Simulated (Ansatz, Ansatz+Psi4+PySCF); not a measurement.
```xyz
2

Al    0.0000    0.0000   -1.0396
P     0.0000    0.0000    1.0396
```

Basis set: cc-pV(T+d)Z (spherical functions). Correlated methods keep 10 orbitals frozen. Correlation on ROHF uses semicanonical orbitals with singles. Charge 0, multiplicity 3.

Computed with Ansatz (development build ahead of 0.2.0); the reference of a correlated method needn't be the lowest determinant of its kind.

**Question.** Give the atomization energy at this shape (free ground-state atoms in the same class of orbitals less the molecule, no zero-point energy) of triplet AlP by ROHF-CCSD(T), UHF-BCCD(T).

**Answer.**

```csv
method,atomization energy
ROHF-CCSD(T),1.81 eV
UHF-BCCD(T),1.81 eV
```

Caution: the reference determinant was not shown to be the lowest; the shape is not the minimum.
